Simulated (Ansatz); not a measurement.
## Worked example: correlation energy of H3Ge–BH2, singlet

Geometry: displaced at random from a stationary point.

```
atom    x (Å)    y (Å)    z (Å)
  Ge   0.0016   0.0022   0.2969
   B   0.0007  -0.0072  -1.7717
   H   0.0487   1.4409   0.8899
   H   1.1821  -0.7800   0.7913
   H  -1.3327  -0.7638   0.7398
   H  -0.0327   1.0028  -2.4355
   H   0.0130  -0.9841  -2.3798
```

Basis cc-pVDZ; Ansatz 0.2.0. Only valence electrons are correlated (noble-gas cores and the filled d shells of p-block atoms frozen), which leaves 12 electrons in 51 orbitals. Prefix R: restricted or restricted open-shell reference. No spin–orbit coupling is included, and no scalar relativity.

Full CI isn't at hand for all of this; RCCSDT(Q) serves as the reference, and is uncertain by about the last step of the cluster series.

Runs differ by some tens of microhartree through their thresholds, so steps under 0.03 kcal/mol mean nothing.

```tsv
level	total energy (hartree)
RHF	-2102.879964
RMP2	-2103.065295
RCCSD	-2103.109977
RCCSD(T)	-2103.114856
RCCSDT	-2103.115832
RCCSDT(Q)	-2103.116011
```

Problem. What is the correlation energy at RCCSDT(Q), and what share of it do RMP2 and RCCSD(T) recover?

Solution. E(corr) = -2103.116011 − (-2102.879964) = -0.236047 hartree = -6.423 eV. RMP2: -0.185331 / -0.236047 = 78.51 %. RCCSD(T): -0.234892 / -0.236047 = 99.51 %.

Problem. By how many kcal/mol does RCCSD(T) miss RCCSDT(Q) (1 hartree = 627.509 kcal/mol), and which steps make up the rest?

Solution. -2103.114856 − (-2103.116011) = 0.001155 hartree = 0.72 kcal/mol. Steps: RCCSDT − RCCSD(T) = -0.61, RCCSDT(Q) − RCCSDT = -0.11 kcal/mol. That is within 1 kcal/mol of the reference in this basis, which itself misses far more of the correlation at the basis-set limit.
